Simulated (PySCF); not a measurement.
Atoms are numbered as in `[CH3:1][NH2+:2][C@@H:3]1[CH2:4][C@H:5]1[CH3:6]`; H(Xn) means a hydrogen on atom n. Ha(C4) is cis to N2 on the ring; Ha(N2) is pro-R; Hb(N2) is pro-S; Hb(C4) is trans to N2 on the ring.

Geometry: GFN2-xTB; GIAO absolute shieldings from PySCF, gas phase, non-relativistic, averaged over equivalent atoms.

At PBE0/pcSseg-1 (162 basis functions, of the order of 50 core-seconds):
```tsv
atoms	σ (ppm)
C3	143.3
C1	148.7
C5	166.3
C6	169.0
C4	170.5
N2	191.1
Ha(N2)	26.35
Hb(N2)	28.27
H(C1)	28.31
H(C3)	29.28
H(C6)	30.14
Hb(C4)	30.30
H(C5)	30.37
Ha(C4)	30.47
```

**Question.** What do these become at OPBE/pcSseg-1?

**Answer.** 
```csv
atoms,σ at OPBE/pcSseg-1,change
C3,144.2,+0.9
C1,150.2,+1.5
C5,165.9,-0.4
C6,169.4,+0.4
C4,170.8,+0.3
N2,187.2,-3.9
Ha(N2),26.16,-0.19
Hb(N2),28.06,-0.21
H(C1),28.31,+0.00
H(C3),29.21,-0.07
H(C6),30.10,-0.04
Hb(C4),30.25,-0.05
H(C5),30.21,-0.16
Ha(C4),30.39,-0.08
```

The largest change is at N2 (ammonium nitrogen). Cost: 162 basis functions, about 80 core-seconds. The order of the carbon signals is the same at both levels.
